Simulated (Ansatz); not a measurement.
# CHNa (singlet): wave-function methods side by side at angle Na2–C1–H3 = 103.6°, cc-pVDZ

One table from this session's results is given with a row withheld; the runs are named, their logs left out.

Program: Ansatz 0.2.0, Gaussian basis. Level of theory: cc-pVDZ, core rule «outside noble gas», up to 6 orbitals frozen. These are calculated values, not measurements.

Plan: UHF; CCSD(T) on RHF; CCSD(T) on UHF; BCCD(T) on RHF; CISD; CCSDT(Q) on RHF; CCSDT(Q) on UHF; CCSDTQ on RHF; CASSCF and MRCISD+Q, 2 electrons in 2 orbitals; CASSCF and NEVPT2, 2 electrons in 2 orbitals.

33 further runs of the same task are left out: 16 for a known fault of the program, 13 that didn't finish, 4 set aside as unsound or not needed. Runs told in other sessions of the task aren't counted.

### What is computed

The geometry derives from a PBE0/def2-TZVP stationary point (not a proven minimum). One angle is set to the value named; bond lengths are kept.

3 atoms, charge 0, spin multiplicity 1.

Atoms are counted from 1 here; the program's logs count them from 0.

Bond lengths: C1–Na2 2.359 Å, C1–H3 1.119 Å. Angles: Na2–C1–H3 103.6°.

The first run:

File in.yaml:

```yaml
crystal:
  periodic: [false, false, false]
  atoms:
    - {symbol: C, position_ang: [0.000000, -0.241268, 1.479631]}
    - {symbol: Na, position_ang: [0.000000, 0.091046, -0.856021]}
    - {symbol: H, position_ang: [0.000000, 0.798340, 1.893291]}
basis:
  gaussian: {orbitals: cc-pVDZ}
magnetization: {spin_polarized: true, initial_magnetization: 0}
hamiltonian: {xc: hf}
output: {orbitals: {seedname: orbitals}}
```

Started as:

```console
$ ansatz run in.yaml --threads 1 --pin off --events-out ev --progress --plain --max-ram 2393MiB
```

Steps of the session up to this table: UHF; CCSD(T) on RHF; CCSD(T) on UHF; BCCD(T) on RHF; CISD; CCSDT(Q) on RHF; CCSDT(Q) on UHF; CCSDTQ on RHF; CASSCF and MRCISD+Q, 2 electrons in 2 orbitals; CASSCF and NEVPT2, 2 electrons in 2 orbitals.

One of the session's tables, all rows but one given; the rest of the session is left out.

```
       method  from RCCSDTQ (meV)
          RHF             +4164.4
         RMP2              +930.5
         CISD              +421.0
        RCCSD              +206.8
     RCCSD(T)               +59.4
      BCCD(T)               +63.7
       RCCSDT               +22.9
    RCCSDT(Q)                +2.7
      RCCSDTQ                   0
  CASSCF pair             +3531.8
  NEVPT2 pair                   ?
  MRCISD pair              +302.6
MRCISD+Q pair               +56.5
```

Q: Estimate the row for NEVPT2 pair from the others.

The run gave: from RCCSDTQ (meV): +829.3. In the column «from RCCSDTQ (meV)» it lies between CISD (+421.0) and RMP2 (+930.5).

Left out of the table: UHF, UMP2, UCCSD, UCCSD(T), UCCSDT, UCCSDT(Q) (another determinant or state than the rows shown). UCCSDT(Q) lies 0.84 eV below the table's zero, so the state tabled may not be the lowest.
